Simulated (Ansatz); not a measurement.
A nudged elastic band was laid between two geometries of BFH₃N (6 atoms, charge 0, multiplicity 1).

Method: Ansatz 0.2.0, RKS PBE0-D4/def2-SVP.

- movable images: 7
- climbing image: yes
- spring: 5.0 eV/Å²
- optimiser: quadratic models (default)
- start path: through a guess of the saddle point
- force threshold: 0.2 eV/Å
- iteration limit: 60
- end points: relaxed

Initial state:

```xyz
6
Properties=species:S:1:pos:R:3
B 0.146 0.021 0.040
F 0.226 -0.453 1.288
H 1.141 0.463 -0.486
N -1.077 -0.004 -0.623
H -1.922 -0.369 -0.200
H -1.192 0.342 -1.565
```

Final state:

```xyz
6
Properties=species:S:1:pos:R:3
B -0.391 0.007 -0.239
F 2.001 -0.081 1.397
H 1.226 -0.046 0.853
N -1.533 0.034 -0.986
H -2.422 -0.313 -0.636
H -1.559 0.400 -1.935
```

Q: Which bonds break or form, and what moves?

A: Bonds broken: B1–F2, B1–H3. Bonds formed: F2–H3. BFH3N becomes BH2N + FH.

Q: Give the energies along the band, and the barrier.

A: It converged. The highest image is number 3 of 0 to 8, 456.6 kJ/mol above the first end and 14.7 kJ/mol above the last; the last end lies 441.9 kJ/mol above the first. The threshold of 0.2 eV/Å is loose, so the images may lie well off the minimum-energy path. Neighbouring images differ by up to 2.5 eV, so the band resolves the path poorly. Another band between the same ends (7 images) ends at a top of the same energy, where a vibrational analysis finds 1 clearly imaginary mode. The orbitals stay closed-shell, which can raise the energy where a bond breaks towards radicals; this wasn't checked here.

```csv
image,path coordinate (Å),energy (kJ/mol),B1–F2 (Å),B1–H3 (Å),F2–H3 (Å)
0,0.00,0.0,1.34,1.21,2.20
1,0.53,44.4,1.35,1.19,1.97
2,1.05,289.6,1.56,1.20,1.50
3,1.58,456.6,1.98,1.44,1.08
4,2.06,445.7,2.44,1.79,0.96
5,2.54,444.3,2.62,1.85,0.96
6,3.02,443.8,2.76,1.89,0.95
7,3.50,442.7,2.85,1.93,0.95
8,3.98,441.9,2.90,1.95,0.95
```

Q: What is the geometry of the highest image?

A: 
```xyz
6
Properties=species:S:1:pos:R:3
B 0.161 0.328 -0.616
F 0.561 -0.387 1.186
H 1.142 0.113 0.422
N -1.165 0.057 -0.803
H -1.711 -0.411 -0.086
H -1.667 0.300 -1.649
```

Run time: 2.4 min on 1 thread of Arm Neoverse V1, on a shared host, peak memory 0.11 GiB.
